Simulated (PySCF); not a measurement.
CH3, SMILES [CH3] (connectivity only; charge and spin as stated), charge +1, multiplicity 1.

Geometry: B3LYP-D3(BJ)/def2-TZVPD. The spin state was assumed, not searched. The isomer is the one that the SMILES or the coordinates give; other isomers of the formula were not compared.

Two levels are set side by side: PBE/def2-TZVPD (PySCF) and M06-2X/def2-TZVPD (PySCF). Same geometry, gas phase. Differences are taken from unrounded values.

```json
[
 {"quantity": "orbital gap (eV)", "M06-2X": "11.72"},
 {"quantity": "highest occupied level (eV)", "M06-2X": "-23.17"},
 {"quantity": "lowest empty level (eV)", "M06-2X": "-11.45"},
 {"quantity": "mean polarisability (bohr³)", "M06-2X": "8.9"}
]
```

### Question
What does PBE give, and how far is it from M06-2X? (An estimate is asked for; the answer gives what the named calculation found.)

### Answer

```json
[
 {"quantity": "orbital gap (eV)", "PBE": "5.50", "PBE minus M06-2X": "-6.22"},
 {"quantity": "highest occupied level (eV)", "PBE": "-19.99", "PBE minus M06-2X": "3.18"},
 {"quantity": "lowest empty level (eV)", "PBE": "-14.49", "PBE minus M06-2X": "-3.04"},
 {"quantity": "mean polarisability (bohr³)", "PBE": "9.0", "PBE minus M06-2X": "0.1"}
]
```

PBE's occupied levels lie high since its potential decays too fast outside the molecule; exact exchange lowers them and widens the gap. Differences between two approximate levels are no errors against the true value.

Rough cost on one machine, each run with all the roots and properties that it gave: M06-2X against PBE about 6 times.
